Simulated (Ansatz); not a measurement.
Geometry optimisation, RKS B3LYP/def2-SVP (Ansatz).

input.yaml

```yaml
crystal:
  periodic: [false, false, false]
  atoms:
    - { symbol: Si, position_ang: [-0.5662, 0.6701, -0.3166] }
    - { symbol: "N", position_ang: [0.468, -0.8741, 0.7069] }
    - { symbol: H, position_ang: [-1.5758, 0.5999, -1.3621] }
    - { symbol: H, position_ang: [-1.3507, 1.0431, 0.8739] }
    - { symbol: Cl, position_ang: [0.7611, 2.1748, -0.4617] }
    - { symbol: H, position_ang: [0.7954, -0.9692, -0.5957] }
    - { symbol: H, position_ang: [0.4896, -0.46, -1.3804] }
    - { symbol: H, position_ang: [1.1119, -0.5943, 1.4388] }
    - { symbol: H, position_ang: [-0.1333, -1.5902, 1.0968] }
basis:
  gaussian: { orbitals: def2-SVP }
hamiltonian:
  xc: b3lyp
relax:
  f_tol: 0.15
  max_steps: 25
  restrain:
    - { distance: [0, 6], at: 1.42, k: 30.0 }
    - { distance: [5, 1], at: 1.02, k: 30.0 }
    - { distance: [0, 1], at: 3.12, k: 30.0 }
    - { distance: [5, 6], at: 1.92, k: 30.0 }
```

Run as:

```bash
$ ansatz run input.yaml --threads 2 --pin off --max-ram 3072MiB --backend cpu --events-out ev --progress --plain --runs-dir out
```

Question: Where does it end, and by what steps?

Answer: The forces met the threshold. The restraints hold the end off the free minimum. After 12 steps the energy has fallen by 2.205 eV (the restraints' own energy left out); H3 moved furthest, 0.94 Å. Joined: Si1–H7 (1.88 → 1.45 Å), N2–H6 (1.35 → 1.02 Å).

| step | energy less start (eV) | largest force component (eV/Å) | accepted |
| --- | --- | --- | --- |
| 0 | 0.0000 | 2.217 | yes |
| 1 | 0.0552 | 3.477 | yes |
| 2 | -0.3685 | 3.208 | yes |
| 3 | -0.8628 | 1.936 | yes |
| 4 | -1.5061 | 1.790 | yes |
| 5 | -1.8583 | 1.411 | yes |
| 6 | -2.0492 | 0.913 | yes |
| 7 | -2.0994 | 1.056 | yes |
| 8 | -2.1495 | 1.220 | yes |
| 9 | -2.1492 | 1.261 | yes |
| 10 | -2.1893 | 1.088 | yes |
| 11 | -2.1929 | 0.911 | yes |
| 12 | -2.2051 | 0.811 | yes |

```xyz
9
Properties=species:S:1:pos:R:3
Si -0.751 0.740 -0.713
N 1.006 -1.249 0.948
H -1.621 1.495 -1.656
H -1.546 0.370 0.485
Cl 0.794 2.028 -0.165
H 0.923 -1.268 -0.067
H -0.209 -0.423 -1.377
H 1.332 -0.320 1.210
H 0.072 -1.374 1.335
```

Run time: 29 s on 2 threads of Intel(R) Xeon(R) Platinum 8259CL CPU @ 2.50GHz (Skylake/Cascade Lake), on a shared host, peak memory 0.17 GiB.
